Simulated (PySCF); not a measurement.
Molecule: SMILES C#C[C@@H](C)N, C₄H₇N.

Geometry:
| atom | x (Å) | y (Å) | z (Å) |
| --- | --- | --- | --- |
| C1 | 1.211 | 2.190 | 0.148 |
| C2 | 0.523 | 1.202 | 0.018 |
| C3 | -0.315 | 0.012 | -0.163 |
| C4 | 0.474 | -1.263 | 0.128 |
| N5 | -1.469 | 0.082 | 0.725 |
| H6 | 1.824 | 3.063 | 0.270 |
| H7 | -0.593 | -0.005 | -1.240 |
| H8 | 0.795 | -1.269 | 1.179 |
| H9 | 1.357 | -1.339 | -0.521 |
| H10 | -0.161 | -2.146 | -0.048 |
| H11 | -1.989 | 0.940 | 0.557 |
| H12 | -2.100 | -0.690 | 0.517 |

Geometry PBE0-D3(BJ)/def2-SVP throughout; GIAO in PySCF, gas phase, one conformer, non-relativistic; equivalent atoms averaged; functional PBE0.

For orientation, 6-31G gives these absolute shieldings σ: C1 129.9, C2 117.3, C3 159.7, C4 174.0, N5 221.1, H6 30.52, H7 28.73, H8/H9/H10 31.15, H11/H12 32.41 ppm.

A run gave: C1 113.3, C2 95.9, C3 145.6, C4 162.0, N5 212.8, H6 29.59, H7 27.31, H8/H9/H10 30.31, H11/H12 31.08 ppm (absolute shieldings σ).

Problem. Which basis set was used in that run?
A. 6-311+G(2d,p)
B. cc-pVDZ
C. cc-pVTZ
D. aug-cc-pVDZ
E. pcSseg-0

Solution. A. H8/H9/H10 tells them apart best: 6-311+G(2d,p) gives 30.31, cc-pVTZ gives 30.09, pcSseg-0 gives 31.27, cc-pVDZ gives 30.14, aug-cc-pVDZ gives 30.13 ppm.
